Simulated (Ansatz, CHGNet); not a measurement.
# How the lattice parameter c of Cu₂ZnSnS₄ (I-4, No. 82) moves with the method

No measured value is used here.

```
level (code)           value (Å)
---------------------  ---------
CHGNet 0.3.0              10.871
LDA (Ansatz)              10.638
PBE (Ansatz)              10.936
PBEsol (Ansatz)           10.755
PBE-D3(BJ) (Ansatz)       10.790
r²SCAN (Ansatz)           10.825
r²SCAN+rVV10 (Ansatz)     10.779
```

Cutoffs differ between the levels. Ansatz's density-functional and Hartree–Fock values are scalar-relativistic unless marked +SOC, with PAW data made under PBE.

Machine-learned potentials (CHGNet 0.3.0) are trained on DFT data: a solid inside that data is no test of them.

Ansatz is a quantum-chemistry and plane-wave program.
